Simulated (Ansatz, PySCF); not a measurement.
Molecule: NH$_{2}$, net charge 0, doublet state. 
Coordinates optimised at B3LYP-D3(BJ)/def2-TZVP (Ansatz, a program for electronic structure):
SMILES: [NH2]
```xyz
3

N      0.0046     0.0019     0.1418
H     -0.0276     0.7996    -0.5065
H     -0.0044    -0.8126    -0.4860
```
Charge 0, spin multiplicity 2.


Quantity: enthalpy of formation at 298 K (from the atomisation energy, B3LYP-D3(BJ)/def2-TZVP harmonic zero-point and thermal terms from PySCF, and the atoms' enthalpies of formation in the G2/97 table; no spin-orbit terms, and no core term in the frozen-core levels), in kcal/mol. Correlated levels leave the core frozen unless marked. Open shells are spin-unrestricted. No spin-orbit coupling. Non-relativistic. The coupled-cluster limit lacks core correlation, which all-electron functionals hold. CBS marks a two-point X^-3 extrapolation of the correlation energy; Hartree-Fock from the larger set (for Q and 5 zeta extrapolated as (X+1)exp(-9√X)). [CCSD(T)-MP2]/basis is that difference in the basis named.

Measured: 45.1 kcal/mol (G2/97 table in ASE (Curtiss et al.)); it holds spin-orbit and relativistic effects, which these rows lack, and core correlation, which the frozen-core levels lack. This is an older compilation, not checked against later work.

```tsv
level	program	enthalpy of formation at 298 K (kcal/mol)	error against measurement
HF-D4/def2-TZVPD	PySCF + dftd4	109.9	64.8
SVWN5/def2-TZVPD	Ansatz	20.1	-25.0
PBE-D3(BJ)/def2-TZVPD	Ansatz + dftd3	38.8	-6.3
TPSS-D4/def2-TZVPD	PySCF + dftd4	39.6	-5.5
TPSSh-D4/def2-TZVPD	PySCF + dftd4	41.3	-3.8
PW6B95-D3(BJ)/def2-TZVPD	PySCF + dftd3	44.7	-0.4
RPA@PBE/cc-pVQZ	Ansatz	49.2	4.1
MP2/def2-TZVPPD	Ansatz	53.1	8.0
MP2/def2-QZVPPD	Ansatz	49.7	4.6
MP2/CBS(def2-TZVPPD,def2-QZVPPD)	Ansatz	47.4	2.3
MP2/CBS(cc-pVQZ,cc-pV5Z)	Ansatz	47.0	1.9
SCS-MP2/cc-pVDZ	Ansatz	66.5	21.4
SCS-MP2/aug-cc-pVQZ	Ansatz	43.1	-2.0
SCS-MP2/cc-pVQZ	Ansatz	44.2	-0.9
SCS-MP2/def2-QZVPPD	Ansatz	43.7	-1.4
CCSD/aug-cc-pVTZ	Ansatz	51.5	6.4
CCSD/def2-QZVPPD	Ansatz	49.2	4.1
CCSD/CBS(cc-pVTZ,cc-pVQZ)	Ansatz	47.5	2.4
CCSD(T)/aug-cc-pVTZ	Ansatz	49.2	4.1
RI-MP2/CBS(cc-pVTZ,cc-pVQZ)+[CCSD(T)-MP2]/cc-pVDZ	Ansatz	44.2	-0.9
CCSD(T)/CBS(cc-pVQZ,cc-pV5Z)	Ansatz	44.8	-0.3
```
